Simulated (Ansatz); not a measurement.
Results of PBEsol (Ansatz, a quantum-chemistry and plane-wave program, PAW) for rutile MnO₂.

Settings: plane-wave cutoff 520 eV, 8×8×12 k mesh (along the axes of the cell as run), Fermi–Dirac smearing 0.01 eV, spin-polarised with opposed moments, scalar-relativistic PAW data made under PBE.

Starting structure:

```
CELL_PARAMETERS angstrom
      4.40000     0.00000     0.00000
      0.00000     4.40000     0.00000
      0.00000     0.00000     2.87000
ATOMIC_POSITIONS crystal
  Mn 0.00000 0.00000 0.00000
  Mn 0.50000 0.50000 0.50000
  O  0.30500 0.30500 0.00000
  O  0.80500 0.19500 0.50000
  O  0.19500 0.80500 0.50000
  O  0.69500 0.69500 0.00000
```

Question: Into what structure does the relaxation of cell and atoms lead at this level, with the symmetry of the start kept?

Answer: The volume shrinks by 2.7 %; final space group P4_2/mnm.
```
CELL_PARAMETERS angstrom
      4.37020     0.00000     0.00000
      0.00000     4.37020     0.00000
      0.00000     0.00000     2.82998
ATOMIC_POSITIONS crystal
  Mn 0.00000 0.00000 0.00000
  Mn 0.50000 0.50000 0.50000
  O  0.30347 0.30347 0.00000
  O  0.80347 0.19653 0.50000
  O  0.19653 0.80347 0.50000
  O  0.69653 0.69653 0.00000
```

Note: the solid has no gap at this level, which affects its response; the collinear magnetic order is the start's and need not be the measured one.
